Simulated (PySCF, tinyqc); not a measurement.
Worked calculation: MP2 on RHF in the sto-3g basis, frozen core, for BH, spin multiplicity 1. The lowest restricted solution is unstable here: a spin-polarised one lies 0.0136 hartree lower (PySCF). Computed by tinyqc, a small Python program that keeps every step (integrals from PySCF). Settings: charge = 0, multiplicity = 1, basis = sto-3g, method = RHF, frozen orbitals = 1, energy threshold = 1e-10, iteration cap = 64, orthogonalisation = symmetric, start = atomic densities, DIIS depth = 6. Command: `OMP_NUM_THREADS=1 python tinyqc.py 25934 25935 out.jsonl` (the two numbers bound the seeds that draw the settings). One thread of a shared host (Intel(R) Xeon(R) Processor @ 2.60GHz), about 0.1 s of CPU time with the checks. The early iterations of the SCF are left out here.

## One-electron integrals

Geometry (angstrom):
```
atom         x         y         z
B     0.000000  0.000000  0.000000
H     0.000000  0.000000  1.882000
```

Basis sto-3g: exponents (1/bohr^2) and contraction coefficients of normalised primitives:
```
element  l (shell)   exponent  coefficient
B            s (1)  48.791113     0.154329
B            s (1)   8.887362     0.535328
B            s (1)   2.405267     0.444635
B            s (2)   2.236956    -0.099967
B            s (2)   0.519821     0.399513
B            s (2)   0.169062     0.700115
B            p (3)   2.236956     0.155916
B            p (3)   0.519821     0.607684
B            p (3)   0.169062     0.391957
H            s (1)   3.425251     0.154329
H            s (1)   0.623914     0.535328
H            s (1)   0.168855     0.444635
```

Overlap, kinetic and nuclear-attraction integrals over the contracted functions; the nuclear repulsion is the sum of Za Zb / Rab.

nuclear repulsion = 1.40589057 hartree

overlap S, order 1B 1s, 1B 2s, 1B 2px, 1B 2py, 1B 2pz, 2H 1s:
$$\begin{pmatrix}
1.000000 & 0.269328 & 0.000000 & 0.000000 & 0.000000 & 0.014204 \\
0.269328 & 1.000000 & 0.000000 & 0.000000 & 0.000000 & 0.194437 \\
0.000000 & 0.000000 & 1.000000 & 0.000000 & 0.000000 & 0.000000 \\
0.000000 & 0.000000 & 0.000000 & 1.000000 & 0.000000 & 0.000000 \\
0.000000 & 0.000000 & 0.000000 & 0.000000 & 1.000000 & 0.242891 \\
0.014204 & 0.194437 & 0.000000 & 0.000000 & 0.242891 & 1.000000
\end{pmatrix}$$

kinetic energy T (hartree), order 1B 1s, 1B 2s, 1B 2px, 1B 2py, 1B 2pz, 2H 1s:
$$\begin{pmatrix}
10.826302 & -0.047967 & 0.000000 & 0.000000 & 0.000000 & -0.004357 \\
-0.047967 & 0.359168 & 0.000000 & 0.000000 & 0.000000 & -0.002867 \\
0.000000 & 0.000000 & 1.123881 & 0.000000 & 0.000000 & 0.000000 \\
0.000000 & 0.000000 & 0.000000 & 1.123881 & 0.000000 & 0.000000 \\
0.000000 & 0.000000 & 0.000000 & 0.000000 & 1.123881 & 0.030442 \\
-0.004357 & -0.002867 & 0.000000 & 0.000000 & 0.030442 & 0.760032
\end{pmatrix}$$

nuclear attraction V (hartree), order 1B 1s, 1B 2s, 1B 2px, 1B 2py, 1B 2pz, 2H 1s:
$$\begin{pmatrix}
-23.428566 & -3.215091 & 0.000000 & 0.000000 & -0.007429 & -0.170251 \\
-3.215091 & -4.052332 & 0.000000 & 0.000000 & -0.075072 & -0.582346 \\
0.000000 & 0.000000 & -4.007790 & 0.000000 & 0.000000 & 0.000000 \\
0.000000 & 0.000000 & 0.000000 & -4.007790 & 0.000000 & 0.000000 \\
-0.007429 & -0.075072 & 0.000000 & 0.000000 & -4.050366 & -0.677654 \\
-0.170251 & -0.582346 & 0.000000 & 0.000000 & -0.677654 & -2.631537
\end{pmatrix}$$

core Hamiltonian H = T + V (hartree), order 1B 1s, 1B 2s, 1B 2px, 1B 2py, 1B 2pz, 2H 1s:
$$\begin{pmatrix}
-12.602264 & -3.263059 & 0.000000 & 0.000000 & -0.007429 & -0.174608 \\
-3.263059 & -3.693164 & 0.000000 & 0.000000 & -0.075072 & -0.585213 \\
0.000000 & 0.000000 & -2.883910 & 0.000000 & 0.000000 & 0.000000 \\
0.000000 & 0.000000 & 0.000000 & -2.883910 & 0.000000 & 0.000000 \\
-0.007429 & -0.075072 & 0.000000 & 0.000000 & -2.926486 & -0.647212 \\
-0.174608 & -0.585213 & 0.000000 & 0.000000 & -0.647212 & -1.871505
\end{pmatrix}$$

## Two-electron integrals

Functions are numbered as in S; the eight-fold symmetry (ij|kl) = (ji|kl) = (kl|ij) leaves the list below.

Two-electron integrals (ij|kl) in chemists' order, unique and non-zero (hartree):
```
(11|11) 2.923513   (21|11) 0.518376   (21|21) 0.109262   (22|11) 0.744229
(22|21) 0.193177   (22|22) 0.544804   (31|31) 0.020264   (32|31) 0.029996
(32|32) 0.120346   (33|11) 0.742491   (33|21) 0.193240   (33|22) 0.544682
(33|33) 0.586773   (41|41) 0.020264   (42|41) 0.029996   (42|42) 0.120346
(43|43) 0.031630   (44|11) 0.742491   (44|21) 0.193240   (44|22) 0.544682
(44|33) 0.523513   (44|44) 0.586773   (51|51) 0.020264   (52|51) 0.029996
(52|52) 0.120346   (53|53) 0.031630   (54|54) 0.031630   (55|11) 0.742491
(55|21) 0.193240   (55|22) 0.544682   (55|33) 0.523513   (55|44) 0.523513
(55|55) 0.586773   (61|11) 0.027180   (61|21) 0.005712   (61|22) 0.010147
(61|33) 0.010108   (61|44) 0.010108   (61|51) 0.000416   (61|52) 0.000770
(61|55) 0.010232   (61|61) 0.000308   (62|11) 0.092310   (62|21) 0.024487
(62|22) 0.079860   (62|33) 0.077423   (62|44) 0.077423   (62|51) 0.002632
(62|52) 0.018344   (62|55) 0.084646   (62|61) 0.001368   (62|62) 0.019603
(63|31) 0.002004   (63|32) 0.010300   (63|53) 0.003131   (63|63) 0.001683
(64|41) 0.002004   (64|42) 0.010300   (64|54) 0.003131   (64|64) 0.001683
(65|11) 0.100673   (65|21) 0.026977   (65|22) 0.092318   (65|33) 0.087886
(65|44) 0.087886   (65|51) 0.004285   (65|52) 0.028402   (65|55) 0.101069
(65|61) 0.001549   (65|62) 0.026056   (65|65) 0.035616   (66|11) 0.280954
(66|21) 0.075646   (66|22) 0.278318   (66|33) 0.265789   (66|44) 0.265789
(66|51) 0.007354   (66|52) 0.071377   (66|55) 0.303008   (66|61) 0.004218
(66|62) 0.098609   (66|65) 0.140737   (66|66) 0.774606
```

## Orthogonalisation

S = U s U^T; symmetric (Loewdin) form X = U s^(-1/2) U^T, so that X^T S X = 1.

eigenvalues of S: [0.634782, 0.817127, 1.000000, 1.000000, 1.169038, 1.379054]

X, order 1B 1s, 1B 2s, 1B 2px, 1B 2py, 1B 2pz, 2H 1s:
$$\begin{pmatrix}
1.029180 & -0.143734 & 0.000000 & 0.000000 & -0.003100 & 0.014425 \\
-0.143734 & 1.045242 & 0.000000 & 0.000000 & 0.019839 & -0.107109 \\
0.000000 & 0.000000 & 1.000000 & 0.000000 & 0.000000 & 0.000000 \\
0.000000 & 0.000000 & 0.000000 & 1.000000 & 0.000000 & 0.000000 \\
-0.003100 & 0.019839 & 0.000000 & 0.000000 & 1.023845 & -0.129507 \\
0.014425 & -0.107109 & 0.000000 & 0.000000 & -0.129507 & 1.039545
\end{pmatrix}$$

## Iteration 8 (converged): orbitals

converged F (hartree), order 1B 1s, 1B 2s, 1B 2px, 1B 2py, 1B 2pz, 2H 1s:
$$\begin{pmatrix}
-7.385200 & -2.152567 & 0.000000 & 0.000000 & -0.014321 & -0.118995 \\
-2.152567 & -1.024186 & 0.000000 & 0.000000 & 0.016593 & -0.220029 \\
0.000000 & 0.000000 & 0.242520 & 0.000000 & 0.000000 & 0.000000 \\
0.000000 & 0.000000 & 0.000000 & 0.242520 & 0.000000 & 0.000000 \\
-0.014321 & 0.016593 & 0.000000 & 0.000000 & 0.022518 & -0.258009 \\
-0.118995 & -0.220029 & 0.000000 & 0.000000 & -0.258009 & -0.140022
\end{pmatrix}$$

Diagonalise F' = X^T F X, C = X C', fill 3 alpha and 3 beta electrons from the bottom; D = 2 C_occ C_occ^T. Each column has its largest component positive (the first on a tie).

F' = X^T F X (hartree):
$$\begin{pmatrix}
-7.209318 & -1.107415 & 0.000000 & 0.000000 & -0.027974 & 0.023674 \\
-1.107415 & -0.578869 & 0.000000 & 0.000000 & 0.063926 & -0.155177 \\
0.000000 & 0.000000 & 0.242520 & 0.000000 & 0.000000 & 0.000000 \\
0.000000 & 0.000000 & 0.000000 & 0.242520 & 0.000000 & 0.000000 \\
-0.027974 & 0.063926 & 0.000000 & 0.000000 & 0.091268 & -0.270957 \\
0.023674 & -0.155177 & 0.000000 & 0.000000 & -0.270957 & -0.042159
\end{pmatrix}$$

orbital energies (hartree): MO1 -7.389428, MO2 -0.460733, MO3 -0.223701, MO4 0.242520, MO5 0.242520, MO6 0.334785

coefficients C, order 1B 1s, 1B 2s, 1B 2px, 1B 2py, 1B 2pz, 2H 1s:
$$\begin{pmatrix}
0.992769 & -0.275591 & 0.113457 & 0.000000 & 0.000000 & -0.075339 \\
0.025884 & 0.923628 & -0.428334 & 0.000000 & 0.000000 & 0.296360 \\
0.000000 & 0.000000 & 0.000000 & 0.004206 & 0.999991 & 0.000000 \\
0.000000 & 0.000000 & 0.000000 & 0.999991 & -0.004206 & 0.000000 \\
0.002471 & 0.051587 & 0.574419 & 0.000000 & 0.000000 & 0.856043 \\
-0.002946 & 0.302544 & 0.651534 & 0.000000 & 0.000000 & -0.770108
\end{pmatrix}$$

D after iteration 8, order 1B 1s, 1B 2s, 1B 2px, 1B 2py, 1B 2pz, 2H 1s:
$$\begin{pmatrix}
2.148825 & -0.554888 & 0.000000 & 0.000000 & 0.106817 & -0.024764 \\
-0.554888 & 2.074456 & 0.000000 & 0.000000 & -0.396664 & 0.000574 \\
0.000000 & 0.000000 & 0.000000 & 0.000000 & 0.000000 & 0.000000 \\
0.000000 & 0.000000 & 0.000000 & 0.000000 & 0.000000 & 0.000000 \\
0.106817 & -0.396664 & 0.000000 & 0.000000 & 0.665248 & 0.779707 \\
-0.024764 & 0.000574 & 0.000000 & 0.000000 & 0.779707 & 1.032077
\end{pmatrix}$$

Within a degenerate level the vectors are fixed only up to a rotation; this is one choice.

## Convergence

Stop when the energy changes by less than 1e-10 hartree and every element of the error matrix X^T (F D S - S D F) X is below 3e-06.

Course of the cycle:
```
iteration   E (hartree)     change  largest element of the error matrix
1          -24.49735617          -                             1.81e-01
2          -24.56889318  -7.15e-02                             2.48e-01
3          -24.60978291  -4.09e-02                             1.70e-01
4          -24.63885826  -2.91e-02                             4.12e-03
5          -24.63887388  -1.56e-05                             4.87e-05
6          -24.63887389  -1.79e-09                             1.19e-05
7          -24.63887389  -1.34e-10                             6.72e-07
8          -24.63887389  -6.11e-13                             3.59e-11
```

PySCF RHF in the same basis = -24.63887389 hartree

Converged in 8 iterations.

## Integrals over molecular orbitals

(pq|rs) = sum C_ip C_jq C_kr C_ls (ij|kl), one index at a time.

one-electron integrals over orbitals h = C^T H C (hartree):
$$\begin{pmatrix}
-12.589797 & 0.335565 & -0.129819 & 0.000000 & 0.000000 & 0.090588 \\
0.335565 & -2.950741 & 0.250143 & 0.000000 & 0.000000 & -0.342122 \\
-0.129819 & 0.250143 & -2.430364 & 0.000000 & 0.000000 & -0.481020 \\
0.000000 & 0.000000 & 0.000000 & -2.883910 & 0.000000 & 0.000000 \\
0.000000 & 0.000000 & 0.000000 & 0.000000 & -2.883910 & 0.000000 \\
0.090588 & -0.342122 & -0.481020 & 0.000000 & 0.000000 & -2.441594
\end{pmatrix}$$

Two-electron integrals over orbitals (pq|rs), unique and non-zero (hartree); the lowest 1 orbital is frozen and left out:
```
(22|22) 0.473418    (32|22) -0.019970   (32|32) 0.111414    (33|22) 0.418274
(33|32) 0.014830    (33|33) 0.465944    (42|42) 0.094692    (43|42) -0.035070
(43|43) 0.027467    (44|22) 0.492727    (44|32) -0.074420   (44|33) 0.400336
(44|44) 0.586773    (52|52) 0.094692    (53|52) -0.035070   (53|53) 0.027467
(54|54) 0.031630    (55|22) 0.492727    (55|32) -0.074420   (55|33) 0.400336
(55|44) 0.523513    (55|55) 0.586773    (62|22) 0.055990    (62|32) 0.001926
(62|33) -0.027793   (62|44) 0.069529    (62|55) 0.069529    (62|62) 0.083241
(63|22) 0.059408    (63|32) -0.110130   (63|33) -0.020321   (63|44) 0.110559
(63|55) 0.110559    (63|62) 0.051091    (63|63) 0.161686    (64|42) 0.024493
(64|43) 0.006709    (64|64) 0.024925    (65|52) 0.024493    (65|53) 0.006709
(65|65) 0.024925    (66|22) 0.457662    (66|32) 0.045638    (66|33) 0.464928
(66|44) 0.434645    (66|55) 0.434645    (66|62) 0.026111    (66|63) -0.019190
(66|66) 0.517738
```

## Second-order Moller-Plesset energy

Hartree-Fock energy = -24.63887389 hartree

E2 = sum_ijab (ia|jb) [2 (ia|jb) - (ib|ja)] / (e_i + e_j - e_a - e_b) over occupied i, j and virtual a, b; the opposite-spin part is (ia|jb)^2 / denominator, the rest is same-spin, and SCS-MP2 scales them by 6/5 and 1/3.

Terms:
```
i  j  a  b    (ia|jb)    (ib|ja)  denominator       term
3  3  6  6   0.161686   0.161686    -1.116971  -0.023405
2  2  5  5   0.094692   0.094692    -1.406506  -0.006375
2  2  4  4   0.094692   0.094692    -1.406506  -0.006375
2  2  6  6   0.083241   0.083241    -1.591036  -0.004355
2  3  6  6   0.051091   0.051091    -1.354003  -0.001928
3  2  6  6   0.051091   0.051091    -1.354003  -0.001928
3  2  5  5  -0.035070  -0.035070    -1.169473  -0.001052
2  3  5  5  -0.035070  -0.035070    -1.169473  -0.001052
2  3  4  4  -0.035070  -0.035070    -1.169473  -0.001052
3  2  4  4  -0.035070  -0.035070    -1.169473  -0.001052
3  3  5  5   0.027467   0.027467    -0.932441  -0.000809
3  3  4  4   0.027467   0.027467    -0.932441  -0.000809
```

Pair energies (hartree; pair i-j sums ij and ji):
```
pair  opposite spin  same spin
2-2       -0.017105   0.000000
3-2       -0.008062   0.000000
3-3       -0.025023   0.000000
```

MP2 correlation energy = -0.05019029 hartree

SCS-MP2 correlation energy = -0.06022835 hartree

MP2 total energy = -24.68906418 hartree
